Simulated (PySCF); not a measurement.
Compound: HCF2CH2OH, C₂H₄F₂O.
Cartesian coordinates in Å at the PBE0-D3(BJ)/def2-SVP level; atoms count from 1:
```xyz
9
C2H4F2O angstrom
O      1.427    0.516    0.501
C      0.573   -0.470    0.020
C     -0.858    0.008   -0.060
F     -1.338    0.319    1.158
F     -0.887    1.145   -0.810
H      1.272    1.311   -0.023
H      0.617   -1.330    0.706
H      0.858   -0.837   -0.988
H     -1.531   -0.732   -0.529
```

Computed with PySCF, TDDFT B3LYP/def2-SVPD, vertical, gas phase, core orbitals frozen in the response.

Transition dipole moments from the ground state, in atomic units and in the frame of the coordinates above (overall signs are arbitrary), for the states with f of 0.002 or more among the lowest 7:

| state | E (eV) | μx | μy | μz |
| --- | --- | --- | --- | --- |
| S1 | 7.278 | -0.220 | -0.050 | -0.041 |
| S2 | 7.955 | 0.028 | 0.309 | 0.348 |
| S3 | 8.652 | -0.152 | -0.058 | -0.065 |
| S4 | 8.787 | 0.110 | -0.068 | -0.156 |
| S5 | 8.935 | -0.076 | -0.216 | -0.310 |
| S6 | 9.191 | -0.058 | 0.195 | -0.024 |
| S7 | 9.260 | -0.113 | -0.334 | 0.131 |

Problem. What oscillator strength does each state have?

Solution. f = (2/3) ΔE |μ|² with ΔE in hartree (27.2114 eV).

```csv
state,|μ|² (au),|μ| (D),f
S1,0.052,0.58,0.009
S2,0.217,1.18,0.042
S3,0.031,0.45,0.007
S4,0.041,0.51,0.009
S5,0.149,0.98,0.033
S6,0.042,0.52,0.009
S7,0.141,0.96,0.032
```

Problem. What angle do the transition dipoles of S5 and S7 make?

Solution. |cos θ| = |μa·μb| / (|μa| |μb|) = 0.28, so θ ≈ 74° (taken between 0 and 90°, since the signs are arbitrary).

Problem. What peak molar absorption coefficient would the strongest computed level give as a lone Gaussian band 0.4 eV wide at half height?

Solution. ε(max) = 2.175×10⁸ f / FWHM, with the width in cm⁻¹. S2: 2.175×10⁸ × 0.0423 / 3226 ≈ 2900 L mol⁻¹ cm⁻¹.

All these states lie below the vertical ionisation energy of 11.15 eV (ΔSCF).

One conformer stands for the species.

Without π bonds the low states may be Rydberg-like; a valence basis with one diffuse set may place them up to an eV too high.
